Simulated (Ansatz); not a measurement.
Geometry optimisation, RKS LDA/def2-SVP (Ansatz).

input.yaml

```yaml
crystal:
  periodic: [false, false, false]
  atoms:
    - { symbol: B, position_ang: [0.046504, 0.298365, 0.068032] }
    - { symbol: Cl, position_ang: [-0.114777, 0.625188, 1.85139] }
    - { symbol: H, position_ang: [1.150539, 0.412256, -0.415078] }
    - { symbol: H, position_ang: [-0.996821, 0.173013, -0.539956] }
    - { symbol: O, position_ang: [0.178208, -2.255521, 0.471298] }
    - { symbol: H, position_ang: [-0.769231, -2.394909, 0.261176] }
    - { symbol: H, position_ang: [0.155079, -1.887992, 1.393838] }
basis:
  gaussian: { orbitals: def2-SVP }
hamiltonian:
  xc: lda
relax:
  f_tol: 0.03
  max_steps: 50
```

Launched with:

```bash
$ ansatz run input.yaml --threads 1 --pin off --max-ram 2048MiB --backend cpu --events-out ev --progress --plain --runs-dir out
```

Task: Where does it end, and by what steps?

Result: It converged. After 8 steps the energy has fallen by 0.834 eV; O5 moved furthest, 0.53 Å. Joined: B1–O5 (2.59 → 1.62 Å).

```tsv
step	energy less start (eV)	largest force component (eV/Å)	accepted
0	0.0000	1.221	yes
1	-0.2295	0.796	yes
2	-0.4925	1.364	yes
3	-0.7504	1.149	yes
4	-0.8103	0.366	yes
5	-0.8314	0.105	yes
6	-0.8327	0.072	yes
7	-0.8334	0.051	yes
8	-0.8336	0.019	yes
```

```xyz
7
Properties=species:S:1:pos:R:3
B 0.039 -0.140 0.130
Cl -0.146 0.439 1.877
H 1.099 0.198 -0.369
H -0.977 0.010 -0.537
O 0.142 -1.733 0.387
H -0.749 -2.110 0.222
H 0.241 -1.694 1.381
```

Whether the end is a true minimum wasn't checked by a vibrational analysis.

The run took 8.6 s on 1 thread of Intel(R) Xeon(R) Platinum 8488C (Sapphire Rapids), on a shared host, peak memory 0.14 GiB.
